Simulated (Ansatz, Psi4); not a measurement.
**Exact exchange and the electronic atomisation energy of SF2 (sulfur difluoride)**

SF2 has 3 atoms, charge 0, and is taken as a singlet. As SMILES, `FSF`. The coordinates come from a PBE0-D4/def2-TZVP relaxation.

The electronic atomisation energy y, in eV, basis def2-TZVP; a is the functional's share of exact exchange. Programs: Ansatz 0.2.0, Psi4 1.11.

| functional | program | a | y (eV) |
| --- | --- | --- | --- |
| revPBE | Psi4 | 0 | 7.69 |
| PBE | Psi4 | 0 | 8.28 |
| TPSSh | Psi4 | 0.1 | 7.52 |
| B3LYP | Psi4 | 0.2 | ? |
| PBE0 | Psi4 | 0.25 | 7.48 |
| r2SCAN0 | Ansatz | 0.25 | 7.00 |
| BHLYP | Psi4 | 0.5 | 6.53 |

Task: Fit y = c + s·a to the known rows and predict B3LYP.

Result: 
1. Means of the 6 rows: a = 0.1833, y = 7.417.
2. Σ(Δa)² = 0.18333, Σ(Δa·Δy) = -0.52133, so the slope is -0.52133/0.18333 = -2.8437.
3. Intercept: 7.417 − (-2.8437) × 0.1833 = 7.938. The largest residual of the fit is 0.34.
4. B3LYP: 7.938 + (-2.8437) × 0.2 = 7.37 eV.

The run gave 7.46 eV, so the prediction is off by -0.09 eV, within the largest residual. The rows mix families of semi-local functionals, which the line can't see.
